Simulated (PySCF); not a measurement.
# Aluminium: a sound run and one with changed settings

Sound run: Al [Ne] 3s2 3p1, Al⁺ [Ne] 3s2. Calculation: PySCF 2.14, in cc-pV(D+d)Z (4s3p2d, 23 functions); no relativity, point nucleus. In the sound run the correlated levels freeze [Ne]. The sound run starts from symmetry-adapted Hartree-Fock orbitals and uses a fine grid where one is needed.

A second run was set up differently.

```json
{"species": "Al", "method": "UHF", "sound run (hartree)": "-241.87361", "changed run (hartree)": "-241.87361", "converged": "yes"}
{"species": "Al", "method": "PBE0", "sound run (hartree)": "-242.24627", "changed run (hartree)": "-242.24627", "converged": "yes"}
{"species": "Al", "method": "BP86", "sound run (hartree)": "-242.37915", "changed run (hartree)": "-242.37915", "converged": "yes"}
{"species": "Al", "method": "MP2", "sound run (hartree)": "-241.90452", "changed run (hartree)": "-241.89992", "converged": "yes"}
{"species": "Al", "method": "CCSD(T)", "sound run (hartree)": "-241.92191", "changed run (hartree)": "-241.92191", "converged": "yes"}
{"species": "Al⁺", "method": "UHF", "sound run (hartree)": "-241.66833", "changed run (hartree)": "-241.66833", "converged": "yes"}
{"species": "Al⁺", "method": "PBE0", "sound run (hartree)": "-242.02225", "changed run (hartree)": "-242.02225", "converged": "yes"}
{"species": "Al⁺", "method": "BP86", "sound run (hartree)": "-242.15286", "changed run (hartree)": "-242.15286", "converged": "yes"}
{"species": "Al⁺", "method": "MP2", "sound run (hartree)": "-241.69366", "changed run (hartree)": "-241.68985", "converged": "yes"}
{"species": "Al⁺", "method": "CCSD(T)", "sound run (hartree)": "-241.70699", "changed run (hartree)": "-241.70699", "converged": "yes"}
```

Ionisation energy of Al:

```csv
method,sound run (eV),changed run (eV)
UHF,5.586,5.586
PBE0,6.096,6.096
BP86,6.158,6.158
MP2,5.738,5.716
SCS-MP2,5.718,5.700
CCSD,5.829,5.829
CCSD(T),5.848,5.848
```

**Question.** What was changed?
A. a valence shell is frozen
B. minimal basis
C. all electrons correlated in a valence basis
D. level shift left on

**Answer.** D. It used initial guess 1e, at most 50 SCF cycles, level shift 0.1 hartree. A level shift leaves the converged SCF energy unchanged but raises the virtual orbital energies, which shrinks MP2 if it is not removed.
